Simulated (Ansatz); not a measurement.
A made-up structure of CH$_{4}$ClSi (charge -1), closed shell:

Si1  (-0.459, 0.228, -0.219)
C2  (0.956, -0.239, -0.076)
Cl3  (0.708, -1.754, 0.885)
H4  (-1.238, -0.820, -1.105)
H5  (-0.163, 1.537, -0.937)
H6  (-1.428, 0.501, 1.039)
H7  (1.625, 0.547, 0.412)
(Å)

It is relaxed with PBE-D4/def2-SVPD and then PBE0-D4/def2-TZVPD (Ansatz 0.2.0). Atoms count as bonded within 1.22 times the sum of their covalent radii (H–H: 0.88 Å). The end point is not checked to be a true minimum.

Does its bonding change? (Judge from chemistry; the calculation decides.)

By the calculation: Yes. Formed: none; broken: Si1–Cl3.

Where it ends: The first stage lowers the energy by 2.54 eV in 9 steps. It ends as CH₄ClSi ([SiH3][CH][Cl]), total charge -1:
```xyz
7
angstrom
Si -0.5608 0.2929 -0.2683
C 1.0931 -0.3458 0.0308
Cl 1.0789 -1.8783 1.0245
H -1.3880 -0.6142 -1.1414
H -0.4468 1.6007 -1.0104
H -1.5686 0.6108 0.8430
H 1.7921 0.3340 0.5219
```

Labels in which every atom is bracketed show which atoms are joined, not bond orders.

For scale, one of the runs: PBE0-D4/def2-TZVPD relaxation, 162 basis functions, launched by `ansatz run in.yaml --threads 2 --pin off --events-out ev --progress --plain --max-ram 4352MiB`. The run took about 29 s on 2 CPU threads of an Arm Neoverse V2 (shared host).
